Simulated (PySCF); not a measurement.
# Si2H4Cl (SMILES [SiH2][SiH2]Cl): UBP86/6-31G(d) (spherical functions)

What is the vertical ionisation energy of Si2H4Cl at UBP86/6-31G* (spherical functions)? Input form: a Python script.

The results are computed with PySCF 2.14.0.

### 1 Starting point

Si2H4Cl: 7 atoms, total charge 0, spin state doublet. As SMILES, `[SiH2][SiH2]Cl`. Geometry: relaxed at PBE0-D4/def2-TZVP. This is one conformer, not always the lowest.

Bond lengths: Si1–Si2 2.324 Å, Si2–Cl3 2.062 Å, Si1–H4 1.487 Å, Si1–H5 1.489 Å, Si2–H6 1.484 Å, Si2–H7 1.486 Å. Angles: Si1–Si2–Cl3 108.2°, Si1–Si2–H6 110.2°, Si1–Si2–H7 113.9°, Cl3–Si2–H6 108.4°, Cl3–Si2–H7 107.1°, Si2–Si1–H4 113.9°, Si2–Si1–H5 113.5°, H6–Si2–H7 108.9°, H4–Si1–H5 110.7°.

### 2 A single-point energy at UBP86/6-31G(d) (spherical functions)

The input, calc.py:

```python
# [SiH2][SiH2]Cl
from pyscf import gto, dft

system = gto.M(
    atom=[
    ('Si', (-1.304600, 0.197100, -0.490100)),
    ('Si', (0.776300, -0.077600, 0.507200)),
    ('Cl', (0.893700, -2.004700, 1.231800)),
    ('H', (-1.568700, -0.750400, -1.605500)),
    ('H', (-1.580900, 1.597700, -0.913100)),
    ('H', (0.925300, 0.861100, 1.647000)),
    ('H', (1.920200, 0.108800, -0.423000)),
],
    max_memory=1860,
    basis='6-31g*',
    verbose=3,
    spin=1,
)

mf = dft.UKS(system)
mf.xc = 'bp86'
mf.grids.level = 3
mf.conv_tol = 1e-10
mf.kernel()
if not mf.converged:
    mf = mf.newton().run(mf.mo_coeff, mf.mo_occ)

etot = mf.e_tot
print(f'total energy: {etot:.8f} hartree')
```

On the command line:

```sh
OMP_NUM_THREADS=1 python calc.py
```

Log:

```text
WARN: HOMO -0.183456444537247 >= LUMO -0.183456444537248

converged SCF energy = -1041.61598860298  <S^2> = 0.75276774  2S+1 = 2.0027658
total energy: -1041.61598860 hartree
```

Run time: 9.6 s. Hardware: 1 thread of Arm Neoverse V1, shared host; peak memory 0.31 GiB.

### 3 The singlet cation at the same level

The input, job.py:

```python
from pyscf import gto, dft

mol = gto.M(
    atom='''
Si    -2.465337     0.372465    -0.926155
Si     1.466994    -0.146643     0.958469
Cl     1.688848    -3.788334     2.327765
H     -2.964413    -1.418050    -3.033955
H     -2.987468     3.019215    -1.725509
H      1.748564     1.627243     3.112379
H      3.628652     0.205602    -0.799354
''',
    spin=0,
    unit='bohr',
    verbose=3,
    charge=1,
    basis='6-31g*',
    max_memory=1860,
)

ks = dft.RKS(mol, xc='bp86')
ks.conv_tol = 1e-10
ks.grids.level = 3
ks.kernel()
if not ks.converged:
    ks = ks.newton().run(ks.mo_coeff, ks.mo_occ)

e_tot = ks.e_tot
print(f'total energy: {e_tot:.8f} hartree')
```

On the command line:

```sh
OMP_NUM_THREADS=1 python job.py
```

Log:

```text
converged SCF energy = -1041.29976274733
total energy: -1041.29976275 hartree
```

Run time: 6 s. Hardware: 1 thread of Arm Neoverse V1, shared host; peak memory 0.3 GiB.

### 4 What came out

Level: UBP86/6-31G* (spherical functions).

```
                                           quantity           value
                      doublet Si2H4Cl: total energy  -1041.61599 Eh
                     doublet Si2H4Cl: dipole moment          1.64 D
doublet Si2H4Cl: HOMO energy (highest over α and β)        -5.49 eV
 doublet Si2H4Cl: LUMO energy (lowest over α and β)        -3.87 eV
                              doublet Si2H4Cl: ⟨S²⟩           0.753
                       singlet cation: total energy  -1041.29976 Eh
                        singlet cation: HOMO energy       -12.23 eV
                        singlet cation: LUMO energy       -11.50 eV
                      singlet cation: HOMO–LUMO gap         0.73 eV
 vertical ionisation energy (to the singlet cation)        8.605 eV
```

Removing an electron at fixed nuclei costs 8.60 eV (830 kJ/mol). Only the singlet of the ionised species was computed; a triplet could lie lower. Mulliken charges (singlet cation) run from -0.10 on Cl3 to +0.53 on Si1.
